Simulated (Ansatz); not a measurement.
Relative stability

Two relaxed structures of C2H5Si (charge -1), singlet (PBE0-D4/def2-TZVPD; forces vanish, vibrations not checked).

A:

```
8
angstrom
C -0.1702 0.3288 -0.2889
Si -1.8163 -0.0396 -0.8050
C 0.6422 -0.5329 0.6357
H -2.0451 1.2054 -1.7090
H 0.3563 1.2271 -0.6249
H 0.9462 -0.0112 1.5590
H 1.5774 -0.8977 0.1781
H 0.0723 -1.4193 0.9443
```

B:

```
8
angstrom
C -1.6537 0.1763 -0.8156
Si -0.0189 0.7467 -0.5249
C 0.6761 -0.6053 0.7063
H -2.3413 0.7106 -1.4745
H -2.0919 -0.7256 -0.3741
H 0.9882 -0.1417 1.6512
H 1.5705 -1.0851 0.2881
H -0.0645 -1.3845 0.9295
```

Computed with Ansatz 0.2.0 (basis: def2-TZVPPD); correlated methods freeze the cores. B3LYP uses VWN-RPA correlation.

Task: Which structure is lower at CCSD(T), and by how much? (An estimate is asked for; the value comes from the calculation.)

Result: By the calculation: B, by 7.28 kcal/mol (electronic energy, against the other). By their contacts, A is C₂H₅Si ([CH3][CH][SiH]), total charge -1 and B is C₂H₅Si ([CH2][Si][CH3]), total charge -1.

All methods give the same order:

```json
{"method": "PBE-D4", "E(B) − E(A) (kcal/mol)": "-6.69"}
{"method": "r2SCAN-D4", "E(B) − E(A) (kcal/mol)": "-7.22"}
{"method": "PBE0-D4", "E(B) − E(A) (kcal/mol)": "-6.68"}
{"method": "B3LYP-D4", "E(B) − E(A) (kcal/mol)": "-7.17"}
{"method": "wB97M-V", "E(B) − E(A) (kcal/mol)": "-8.09"}
{"method": "HF", "E(B) − E(A) (kcal/mol)": "-7.15"}
{"method": "MP2", "E(B) − E(A) (kcal/mol)": "-7.82"}
{"method": "CCSD", "E(B) − E(A) (kcal/mol)": "-7.31"}
{"method": "CCSD(T)", "E(B) − E(A) (kcal/mol)": "-7.28"}
```

The T1 diagnostic stays at or below 0.015. The restricted Hartree–Fock reference is unstable towards an unrestricted one at one or more of these structures.

Labels in which every atom is bracketed show which atoms are joined, not bond orders.

For scale, one of the runs: CCSD(T)/def2-TZVPPD, 207 basis functions, launched by `ansatz run in.yaml --threads 2 --pin off --events-out ev --progress --plain --max-ram 4352MiB`. Time: 51 s of wall clock on 2 CPU threads of an Arm Neoverse V2; the host was shared. Peak host memory: 2.7 GiB.
